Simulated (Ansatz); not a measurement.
**What a trial cell of Na₃N₂ relaxes into**

Theory: Ansatz 0.2.0, DFT PBE, scalar-relativistic, plane waves, PAW. Cutoff 420 eV, Γ-centred k mesh, Gaussian smearing, collinear spin, first started from parallel moments.

The start puts Na₃N₂ on the sites of a reported La2O3 cell (P321, No. 150), with N in place of La, Na in place of O, at a guessed volume.

```
Na N
1.0
     3.76094    0.00000    0.00000
    -1.88047    3.25707    0.00000
     0.00000    0.00000    5.85673
Na N
3 2
Cartesian
  0.4701 0.8143 0.0000
  2.8207 0.0000 0.0000
  -1.4104 2.4428 0.0000
  0.0000 2.1714 1.4642
  1.8805 1.0857 4.3925
```

Cell and atoms relax at zero pressure; the relaxation can't lower the symmetry of the start. After a coarse first stage the cell is made exact in the group found at 0.06 Å.

Energies over the elements count from the elements' standard structures at the same level (N₂ as a molecule), with no empirical corrections.

Task: What does it relax into?

Result: It ends in P6/mmm (No. 191). Conventional cell: a = 6.406 Å, c = 3.236 Å. Na is coordinated by 4 N at 2.46 Å and 6 Na at 3.20–3.24 Å; N has 6 Na at 2.46 Å.

```
Na N
1.0
     6.40589    0.00000    0.00000
    -3.20295    5.54766    0.00000
     0.00000    0.00000    3.23570
Na N
3 2
Direct
  0.50000 0.50000 0.00000
  0.50000 0.00000 0.00000
  0.00000 0.50000 0.00000
  0.33333 0.66667 0.50000
  0.66667 0.33333 0.50000
```

Task: What are its volume, energy, gap and moment?

Result: The volume per atom is 23.00 Å³. The density is 1.40 g/cm³, the energy over the elements is 0.85 eV/atom and the gap on the 6×6×12 mesh is 0 eV (a metal). The net moment per atom is 0.60 μB. The largest site moment is 1.32 μB.

The final run used a 6×6×12 mesh on its 5-atom cell and 0.10 eV smearing. The k mesh leaves about 4 meV/atom of noise in metals. Symmetry constrained the relaxation, so the result can be a saddle point. The steps took roughly 7 core-minutes in all.